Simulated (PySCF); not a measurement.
Gas-phase reaction: SiF4 + 2 HCl → SiCl2F2 + 2 HF

Method: PySCF energies plus ideal-gas RRHO corrections (1 bar). † marks an energy on the PBE0/def2-TZVP geometry and frequencies; other levels use their own. CCSD(T) freezes the core. All species are closed-shell singlets. B3LYP is the form with VWN-RPA correlation. CCSD(T) isn't extrapolated to the basis-set limit; its ΔH°(298 K) is 116.1 kJ in def2-SVP and 123.8 kJ in def2-TZVPP. The harmonic model lacks anharmonicity and excited electronic states, which grow with temperature; levels with a mode under 35 cm⁻¹ are left out.

| level | ΔE electronic, kJ | ΔH°(298 K), kJ | ΔS°(298 K), J/K | ΔG°(1600 K), kJ |
|---|---|---|---|---|
| B3LYP/def2-TZVP† | 125 | 134 | 13 | 107 |
| BLYP/def2-TZVP† | 124 | 132 | 13 | 106 |
| CCSD(T)/def2-TZVPP† | 115 | 124 | 13 | 97 |
| HF/def2-TZVP† | 145 | 154 | 13 | 128 |
| PBE0/def2-SVP† | 94 | 102 | 13 | 76 |
| PBE0/def2-TZVP | 103 | 112 | 13 | 85 |
| r2SCAN/def2-TZVP† | 115 | 124 | 13 | 97 |
| LDA/def2-TZVP† | 103 | 111 | 13 | 85 |
ΔH° is lowest at PBE0/def2-SVP† and highest at HF/def2-TZVP†. No reference value is set beside these.
